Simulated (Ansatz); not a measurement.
Geometry optimisation, UKS CAM-B3LYP/cc-pVDZ in Ansatz 0.2.0.

input.yaml

```yaml
crystal:
  periodic: [false, false, false]
  atoms:
    - { symbol: B, position_ang: [-0.438909, -1.071446, -0.027706] }
    - { symbol: "N", position_ang: [0.185484, 1.688155, 0.326081] }
    - { symbol: H, position_ang: [-1.592371, -0.788787, -0.205996] }
    - { symbol: H, position_ang: [0.014085, -1.437237, 1.028185] }
    - { symbol: H, position_ang: [0.470226, 1.112345, -0.466039] }
    - { symbol: O, position_ang: [0.379411, -1.040601, -1.192756] }
    - { symbol: H, position_ang: [0.534331, 1.231445, 1.168863] }
    - { symbol: H, position_ang: [-0.832067, 1.637598, 0.366646] }
    - { symbol: H, position_ang: [1.279709, -1.331472, -0.997177] }
magnetization:
  spin_polarized: true
basis:
  gaussian: { orbitals: cc-pVDZ }
hamiltonian:
  xc: cam_b3lyp
relax:
  f_tol: 0.03
  max_steps: 50
```

Run as:

```bash
$ ansatz run input.yaml --threads 2 --pin off --max-ram 3072MiB --backend cpu --events-out ev --progress --plain --runs-dir out
```

**Question.** Where does it end, and by what steps?

**Answer.** It converged. After 8 steps the energy has fallen by 0.112 eV; H5 moved furthest, 0.29 Å.

| step | energy less start (eV) | largest force component (eV/Å) | accepted |
| --- | --- | --- | --- |
| 0 | 0.0000 | 1.885 | yes |
| 1 | -0.0727 | 1.283 | yes |
| 2 | 0.0170 | 1.568 | no |
| 3 | -0.1087 | 0.276 | yes |
| 4 | -0.1110 | 0.107 | yes |
| 5 | -0.1116 | 0.093 | yes |
| 6 | -0.1118 | 0.094 | yes |
| 7 | -0.1119 | 0.042 | yes |
| 8 | -0.1120 | 0.014 | yes |

```xyz
9
Properties=species:S:1:pos:R:3
B -0.407 -1.113 -0.066
N 0.152 1.784 0.412
H -1.563 -0.809 -0.211
H 0.068 -1.379 1.014
H 0.559 1.391 -0.437
O 0.326 -1.211 -1.198
H 0.480 1.205 1.185
H -0.853 1.623 0.340
H 1.237 -1.490 -1.040
```

Run time: 15 s on 2 threads of Arm Neoverse V2, with other jobs on the host, peak memory 0.17 GiB.
